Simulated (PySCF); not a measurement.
Molecule: `C#P`, CHP.

Structure with atom numbers: `[CH:1]#[P:2]`. Each H is labelled by its parent atom.

Geometry PBE0-D3(BJ)/def2-SVP throughout; GIAO in PySCF 2.14, gas phase, one conformer, non-relativistic; equivalent atoms averaged; basis pcSseg-2.

(1) How do the shifts δ (against TMS, H3PO4 at the same level) depend on the functional? (ppm; last column core-seconds on 1 thread of an Arm Neoverse V2, shared host)

(2) Which nucleus moves most, in ppm?

Answers

(1) 
| functional | kind | C1 | P2 | H(C1) | core-s |
| --- | --- | --- | --- | --- | --- |
| WP04 | global hybrid | 165.4 | -42.3 | 1.87 | 1.4 |
| B97-2 | global hybrid | 166.0 | -31.0 | 2.13 | 1.2 |
| BHandHLYP | global hybrid | 174.5 | -12.0 | 2.03 | 1.2 |
| CAM-B3LYP | range-separated hybrid | 175.4 | -11.1 | 2.04 | 1.6 |
| wB97X-D | range-separated hybrid | 175.6 | -22.3 | 2.07 | 1.6 |
| LC-wPBE | range-separated hybrid | 181.6 | 10.8 | 2.01 | 2.2 |

(2) P2 (phosphorus bonded to C): from -42.3 ppm with WP04 to 10.8 ppm with LC-wPBE. The smallest spread is 0.26 ppm, at H(C1). Proton shifts span only some 12 ppm, so a few tenths of a ppm matter as much there as several ppm in carbon.
